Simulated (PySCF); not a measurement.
**Functional dependence of a UV spectrum**

C₂Cl₄.
Atom-mapped SMILES: `[Cl:1][C:2]([Cl:3])=[C:4]([Cl:5])[Cl:6]`

Structure used (PBE0-D3(BJ)/def2-SVP), in Å, numbered top down from 1:
```
atom  x, y, z in Å
Cl1   -1.5306    0.4621    1.4046
C2    -0.0342    0.2766    0.5944
Cl3    1.3411    0.8741    1.4196
C4     0.0553   -0.3064   -0.6195
Cl5    1.5528   -0.4971   -1.4266
Cl6   -1.3211   -0.9055   -1.4418
```

Linear-response calculations in the def2-SVPD basis (PySCF; singlets by full response, triplets Tamm–Dancoff, core orbitals frozen in the response; HF means time-dependent Hartree–Fock). 'Strongest' is the level of largest summed f among the singlets computed (10 roots, of which the last may lack a degenerate partner); it can jump between rows when another state enters that window. S1 is the lowest singlet of each run and needn't be the same state throughout; f(S1) is that of one state. Isolated species at its PBE0-D3(BJ)/def2-SVP geometry, gas phase.

| functional | kind | S1 (eV) | f(S1) | strongest (eV) | T1 (eV) | HOMO (eV) | gap (eV) | ionisation energy, ΔSCF (eV) |
| --- | --- | --- | --- | --- | --- | --- | --- | --- |
| LDA | LDA | 4.74 | 0.000 | 5.46 | 3.65 | -6.42 | 4.13 | 9.22 |
| PBE | GGA | 4.79 | 0.000 | 5.49 | 3.51 | -6.29 | 4.18 | 9.05 |
| B3LYP | global hybrid, 20% exact exchange | 5.16 | 0.000 | 5.75 | 3.52 | -7.22 | 5.79 | 9.29 |
| PBE0 | global hybrid, 25% exact exchange | 5.26 | 0.000 | 5.84 | 3.48 | -7.46 | 6.20 | 9.35 |
| BHandHLYP | global hybrid, 50% exact exchange | 5.63 | 0.000 | 6.10 | 3.44 | -8.47 | 8.27 | 9.45 |
| CAM-B3LYP | range-separated hybrid | 5.48 | 0.000 | 5.94 | 3.49 | -8.71 | 8.58 | 9.48 |
| wB97X-D | range-separated hybrid | 5.49 | 0.000 | 5.94 | 3.57 | -9.26 | 9.73 | 9.47 |
| LC-wPBE | range-separated hybrid | 5.80 | 0.000 | 6.11 | 3.41 | -10.07 | 10.94 | 9.72 |
| HF | Hartree–Fock | 6.28 | 0.000 | 6.50 | 3.08 | -10.02 | 12.44 | not settled |

S1 runs from 4.74 eV (LDA) to 6.28 eV (HF), a spread of 1.54 eV, while the orbital gap spreads over 8.3 eV. Along PBE (0%), B3LYP (20%), PBE0 (25%), BHandHLYP (50%), HF (100%) S1 rises with the share of exact exchange. −ε(HOMO) comes closest to its own ΔSCF ionisation energy with wB97X-D (-0.21 eV) and misses most with LDA (-2.80 eV). 'Not settled' means that the ion's SCF failed to converge or may have ended in another state than the lowest.
